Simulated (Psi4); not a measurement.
# CH5BCl− (SMILES C[BH2-]Cl) at 3 levels

We compute a comparison of 3 runs (PBE/6-311+G**, SVWN5/6-311+G**, CCSD(T)/6-311+G**) of CH5BCl−. 

Program for the calculation: Psi4 1.11.

4 further runs of the same task are left out: 4 that didn't finish.

**1. The molecule**

CH5BCl−: 8 atoms, total charge -1, spin state singlet. SMILES: `C[BH2-]Cl`. Geometry: relaxed at GFN2-xTB.

Bond lengths: C1–B2 1.631 Å, B2–Cl3 1.898 Å, C1–H4 1.092 Å, C1–H5 1.092 Å, C1–H6 1.094 Å, B2–H7 1.209 Å, B2–H8 1.209 Å. Some angles: C1–B2–Cl3 107.8°, C1–B2–H7 112.7°, C1–B2–H8 112.6°, Cl3–B2–H7 105.6°, Cl3–B2–H8 105.6°, B2–C1–H4 112.4°, B2–C1–H5 112.3°, B2–C1–H6 110.4°, H7–B2–H8 111.9°, H4–C1–H5 107.1°.

**2. A single-point energy at PBE/6-311+G(d,p) (run 1)**

File input.in:

```
memory 1600 mb

molecule molecule1 {
  -1 1
  C     -0.250810     0.813210    -0.116160
  B      0.045260    -0.779890     0.071810
  Cl     1.891270    -0.985600     0.462900
  H     -0.018060     1.387960     0.783050
  H      0.327230     1.249260    -0.933990
  H     -1.308080     0.980960    -0.342480
  H     -0.541280    -1.254220     1.016390
  H     -0.145530    -1.411680    -0.941510
  units angstrom
  symmetry c1
}

set {
  puream true
  e_convergence 1e-09
  d_convergence 1e-08
  scf_type pk
  dft_radial_points 99
  dft_spherical_points 590
}

e, wfn = energy('pbe/6-311+G**', return_wfn=True)
oeprop(wfn, 'DIPOLE', 'MULLIKEN_CHARGES', 'MAYER_INDICES', title='PBE')
```

On the command line:

```console
psi4 -n 1 input.in input.out
```

input.out:

```text
[...]
  Running in c1 symmetry.
[...]
  Nuclear repulsion =   89.231483692041124
[...]
  Multiplicity = 1
[...]
  Nalpha       = 17
  Nbeta        = 17
[...]
    Number of basis functions: 104
[...]
   @RKS iter   1:  -525.28644298426252    3.90491e-02   1.05888e-02 ADIIS/DIIS
[...]
   @RKS iter  12:  -525.98128590427291   -7.73070e-12   5.09906e-09 DIIS
[...]
  @RKS Final Energy:  -525.98128590427291
   => Energetics <=
    Nuclear Repulsion Energy =             89.2314836920411238
    One-Electron Energy =                -907.5011354761028315
    Two-Electron Energy =                 331.8066538251545126
    DFT Exchange-Correlation Energy =     -39.5182879453657776
    Empirical Dispersion Energy =           0.0000000000000000
    VV10 Nonlocal Energy =                  0.0000000000000000
    Total Energy =                       -525.9812859042729087
[...]
 Multipole Moments:
 ------------------------------------------------------------------------------------
     Multipole            Electronic (a.u.)      Nuclear  (a.u.)        Total (a.u.)
 ------------------------------------------------------------------------------------
 L = 1.  Multiply by 2.5417464519 to convert [e a0] to [Debye]
 Dipole X            :          6.6087001           -6.1242231            0.4844770
 Dipole Y            :         -3.5732693            3.9847313            0.4114620
 Dipole Z            :          1.6282334           -1.5626761            0.0655573
 Magnitude           :                                                    0.6389966
[...]
```

It took 16 s on 1 thread of Intel Xeon 6975P-C (Granite Rapids), shared host; peak memory 0.68 GiB.

**3. A single-point energy at SVWN5/6-311+G(d,p) (run 2)**

File job.inp:

```
memory 1600 MB

molecule {
  -1 1
  C
  B 1 1.631244
  Cl 2 1.898163 1 107.82397
  H 1 1.092286 2 112.35527 3 -60.29874
  H 1 1.092298 4 107.07097 2 -123.79465
  H 1 1.094158 4 107.18816 5 -114.72864
  H 2 1.208822 1 112.65558 4 55.78397
  H 2 1.209288 7 111.91438 1 -128.14433
  symmetry c1
  no_reorient
  no_com
}

set {
  basis                6-311+G**
  reference            rks
  puream               true
  e_convergence        1e-09
  d_convergence        1e-08
  scf_type             pk
  dft_radial_points    99
  dft_spherical_points 590
}

e_tot, wfn = energy('scf', dft_functional={"name": "SVWN5", "x_functionals": {"LDA_X": {}}, "c_functionals": {"LDA_C_VWN": {}}}, return_wfn=True)
print_variables()
```

On the command line:

```console
psi4 job.inp job.out -n 1
```

job.out:

```text
[...]
  Running in c1 symmetry.
[...]
  Nuclear repulsion =   89.231473488947387
[...]
  Multiplicity = 1
[...]
  Nalpha       = 17
  Nbeta        = 17
[...]
    Number of basis functions: 104
[...]
   @RKS iter   1:  -523.35090886475405    1.30415e-01   1.11007e-02 DIIS/ADIIS
[...]
   @RKS iter  12:  -524.10930449209479   -1.60298e-11   7.31850e-09 DIIS
[...]
  @RKS Final Energy:  -524.10930449209479
   => Energetics <=
    Nuclear Repulsion Energy =             89.2314734889473868
    One-Electron Energy =                -907.2711584165834893
    Two-Electron Energy =                 331.4720651241020732
    DFT Exchange-Correlation Energy =     -37.5416846885607214
    Empirical Dispersion Energy =           0.0000000000000000
    VV10 Nonlocal Energy =                  0.0000000000000000
    Total Energy =                       -524.1093044920947932
[...]
 Multipole Moments:
 ------------------------------------------------------------------------------------
     Multipole            Electronic (a.u.)      Nuclear  (a.u.)        Total (a.u.)
 ------------------------------------------------------------------------------------
 L = 1.  Multiply by 2.5417464519 to convert [e a0] to [Debye]
 Dipole X            :          0.0003615           -0.0001069            0.0002546
 Dipole Y            :         -5.9353608            5.3815383           -0.5538224
 Dipole Z            :          4.8678918           -5.1831660           -0.3152743
 Magnitude           :                                                    0.6372733
[...]
```

It took 11 s on 1 thread of Intel Xeon 6975P-C (Granite Rapids), shared host; peak memory 0.59 GiB.

**4. The energy at CCSD(T)/6-311+G(d,p) (run 3)**

File calc.dat:

```
memory 1.6 GB

molecule molecule1 {
  -1 1
  C
  B 1 1.631244
  Cl 2 1.898163 1 107.82397
  H 1 1.092286 2 112.35527 3 -60.29874
  H 1 1.092298 4 107.07097 2 -123.79465
  H 1 1.094158 4 107.18816 5 -114.72864
  H 2 1.208822 1 112.65558 4 55.78397
  H 2 1.209288 7 111.91438 1 -128.14433
  symmetry c1
}

set globals {
  reference rhf
  puream true
  e_convergence 1e-09
  d_convergence 1e-08
  scf_type pk
  num_frozen_docc 7
}

e_tot, wfn = energy('ccsd(t)/6-311+G**', return_wfn=True)
```

On the command line:

```console
psi4 calc.dat calc.out -n 1
```

calc.out:

```text
[...]
  Running in c1 symmetry.
[...]
  Nuclear repulsion =   89.231473488947387
[...]
  Multiplicity = 1
[...]
  Nalpha       = 17
  Nbeta        = 17
[...]
    Number of basis functions: 104
[...]
   @RHF iter   1:  -524.89093024169767   -6.40685e-01   4.81577e-03 DIIS/ADIIS
[...]
   @RHF iter  10:  -525.04669017165156   -2.96723e-11   9.22714e-09 DIIS
[...]
  @RHF Final Energy:  -525.04669017165156
   => Energetics <=
    Nuclear Repulsion Energy =             89.2314734889473868
    One-Electron Energy =                -907.4665446010280903
    Two-Electron Energy =                 293.1883809404291696
    Total Energy =                       -525.0466901716515622
[...]
 Multipole Moments:
 ------------------------------------------------------------------------------------
     Multipole            Electronic (a.u.)      Nuclear  (a.u.)        Total (a.u.)
 ------------------------------------------------------------------------------------
 L = 1.  Multiply by 2.5417464519 to convert [e a0] to [Debye]
 Dipole X            :          0.0003932           -0.0001069            0.0002863
 Dipole Y            :         -5.8417668            5.3815383           -0.4602284
 Dipole Z            :          4.7933215           -5.1831660           -0.3898445
 Magnitude           :                                                    0.6031493
[...]
      * MP2 total energy                      = -525.466499642193185
[...]
      * CCSD total energy                     = -525.509390937894182
[...]
      * CCSD(T) total energy                  = -525.522790538321374
[...]
```

Run time: 32 s. Hardware: 1 thread of Intel Xeon 6975P-C (Granite Rapids), shared host; peak memory 1 GiB.

**5. The series**

| run | level | properties | frozen core orbitals | energy (Eh) | HOMO energy (eV) | LUMO energy (eV) | HOMO–LUMO gap (eV) | wall time |
| --- | --- | --- | --- | --- | --- | --- | --- | --- |
| 1 | PBE/6-311+G** | (dipole, mulliken, mayer) | 0 | -525.981286 | -0.67 | 3.39 | 4.06 | 16 s |
| 2 | SVWN5/6-311+G** | – | 0 | -524.109304 | -0.75 | 3.41 | 4.16 | 11 s |
| 3 | CCSD(T)/6-311+G** | – | 7 | -525.522791 | -5.11 | 4.95 | 10.06 | 32 s |

**6. What came out**

| quantity | value |
| --- | --- |
| run 3: total energy | -525.52279 Eh |
| run 3: HOMO energy (Hartree–Fock orbitals) | -5.11 eV |
| run 3: LUMO energy (Hartree–Fock orbitals) | 4.95 eV |
| run 3: HOMO–LUMO gap (to an unbound level, set by the basis) | 10.06 eV |
| run 3: correlation energy (7 core orbitals frozen) | -476.1 mEh |
| run 3: (T) correction | -13.40 mEh |
| run 3: T1 diagnostic | 0.009 |

What this shows: Totals of different functionals can't be ranked against each other. All runs together took 59 s, the longest 32 s.
